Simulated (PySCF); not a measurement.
Excitations are Tamm–Dancoff values on a coarser integration grid. The basis has no diffuse functions, so Rydberg states are missing or too high.

Cartesian coordinates (Å):
```xyz
4

Cl    -0.8571     1.5204     0.0007
B      0.0000     0.0000     0.0000
Cl    -0.8882    -1.5024     0.0003
Cl     1.7452    -0.0180    -0.0009
```
Charge 0, multiplicity 1.

What is the computed total energy, brightest of the four lowest singlets (TDA) and S1–T1 gap (TDA) (ωB97X-D3(BJ)/def2-TZVP // B3LYP-D3(BJ)/def2-TZVP in PySCF 2.14.0)?


The total energy is -1405.6555 Ha and the brightest of the four lowest singlets (TDA) comes out as 7.54 eV. The S1–T1 gap (TDA) is 0.17 eV.
